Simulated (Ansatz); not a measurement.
Relaxation of CH$_{8}$OSi (11 atoms, charge 0, multiplicity 1), to a largest force component of 0.03 eV/Å in at most 50 steps.

Level of theory: RKS LDA/6-31G* in Ansatz 0.2.0.

```xyz
11
Properties=species:S:1:pos:R:3
Si -0.389 0.281 -0.477
C -0.237 -0.163 2.569
H -0.611 -0.610 3.506
H 0.122 -0.967 1.905
H 0.599 0.518 2.797
H 0.591 1.084 0.326
H -0.361 0.798 -1.885
H 0.039 -1.161 -0.478
O -1.962 0.453 0.068
H -2.310 -0.299 0.580
H -1.046 0.417 2.084
```

Q: Where does it end, and by what steps?

A: It converged. The force dipped under the threshold on the way, but the program's further checks kept it going. After 21 steps the energy has fallen by 0.128 eV; H5 moved furthest, 1.19 Å.

| step | energy less start (eV) | largest force component (eV/Å) | accepted |
| --- | --- | --- | --- |
| 0 | 0.0000 | 0.339 | yes |
| 1 | -0.0606 | 0.219 | yes |
| 2 | 0.1303 | 2.173 | no |
| 3 | -0.0634 | 0.359 | yes |
| 4 | -0.0734 | 0.275 | yes |
| 5 | -0.0779 | 0.139 | yes |
| 6 | -0.0856 | 0.026 | yes |
| 7 | -0.0729 | 0.786 | no |
| 8 | -0.0896 | 0.130 | yes |
| 9 | -0.0907 | 0.273 | yes |
| 10 | -0.0963 | 0.147 | yes |
| 11 | -0.0974 | 0.347 | yes |
| 12 | -0.0959 | 0.502 | no |
| 13 | -0.1083 | 0.143 | yes |
| 14 | -0.1166 | 0.045 | yes |
| 15 | -0.1195 | 0.270 | yes |
| 16 | -0.1240 | 0.052 | yes |
| 17 | -0.1243 | 0.043 | yes |
| 18 | -0.1263 | 0.040 | yes |
| 19 | -0.1268 | 0.068 | yes |
| 20 | -0.1274 | 0.036 | yes |
| 21 | -0.1276 | 0.006 | yes |

```xyz
11
Properties=species:S:1:pos:R:3
Si -0.477 0.222 -0.743
C -0.268 -0.174 2.723
H -1.209 -0.742 2.837
H 0.364 -0.645 1.950
H 0.265 -0.196 3.687
H 0.477 1.315 -0.328
H -0.872 0.435 -2.170
H 0.278 -1.081 -0.632
O -1.889 0.232 0.122
H -1.766 0.105 1.086
H -0.466 0.880 2.460
```

Time of the run: 25 s on 1 thread of Intel(R) Xeon(R) CPU @ 2.60GHz (Ice Lake) (shared host), peak memory 0.15 GiB.
